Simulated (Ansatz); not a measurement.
bcc Ba, treated with PBE (Ansatz, a program for electronic structure, PAW).

The run printed, among other lines:

```
Crystal: 1 atoms, lattice volume = 67.100 Å³
Basis set: ecut = 520 eV, 1865 PW (Γ), exchange–correlation on 72×72×72 points (8 copies of the dense FFT grid, shifted against one another)
Bands: 9, of which v1, the nominal top of the filled ones, is band 5 counted from 1 (4 counted from 0)
Symmetry: 48 space group operations
Space group: Im-3m (ITA 229), of the structure as read, at distance tolerance 4.1e-5 Å
k-points: 145 of 4096
Functional: x = pbe(κ = 0.804, μ = 0.2195149727645171), c = pbe(β = 0.06672455060314922)
SCF iter   1: F=—  HF=-5949.539543 eV  |F-HF|=—  |Δ(HF+E_count)|=         —  Δρ=8.85e-4  dr2=8.29e-4
SCF iter   2: F=—  HF=-5949.539748 eV  |F-HF|=—  |Δ(HF+E_count)|=   2.05e-4  Δρ=5.96e-4  dr2=3.54e-4
  ...
SCF iter   7: F=—  HF=-5949.539753 eV  |F-HF|=—  |Δ(HF+E_count)|=   1.80e-9  Δρ=7.17e-7  dr2=4.39e-10
SCF iter   8: F=-5949.539753 eV  HF=-5949.539753 eV  |F-HF|=4.55e-12  |Δ(HF+E_count)|=  3.82e-11  Δρ=2.10e-7  dr2=3.35e-11
SCF 1 converged in 8 iterations: F = -5949.539753 eV  dr2 = 3.35e-11
SCF converged after 8 iterations
Free energy (F): -5949.539753 eV
Internal energy: -5949.529244 eV  (E = F + TS)
E sigma→0 (E₀):  -5949.534499 eV
Fermi energy:    5.372837 eV
--- Stress (GPa, compression-positive) ---
       -0.467690       0.000000      -0.000000
       -0.000000      -0.467690       0.000000
       -0.000000      -0.000000      -0.467690
  P = ⅓ Tr σ = -0.4677 GPa (-4.677 kbar)
```

Problem. Write an input file that could have produced this run (the log leaves some choices open).

Solution. One answer among several that fit: 
Ansatz 0.2 input:
```yaml
crystal:
  lattice:
    - [-2.5598863346, 2.5598863346, 2.5598863346]
    - [2.5598863346, -2.5598863346, 2.5598863346]
    - [2.5598863346, 2.5598863346, -2.5598863346]
  atoms:
    - { symbol: Ba, position: [0.0, 0.0, 0.0] }
basis:
  ecutwfc: 520
  ecutrho_ratio: 4
  xc_grid: 2
kpoints:
  mp_grid: { grid: [16, 16, 16] }
hamiltonian:
  xc: pbe
  dispersion: none
  pseudopotentials: { kind: paw }
scf:
  occupations: { method: fermi_dirac, width: 0.05 }
  convergence: { dr2_threshold: 0.0000000001 }
output:
  forces: false
  stress: true
  eigenvalues: true
```

The cell is one volume of an energy–volume scan, off the minimum.

It cost around 6 core-seconds (rough) of CPU time.
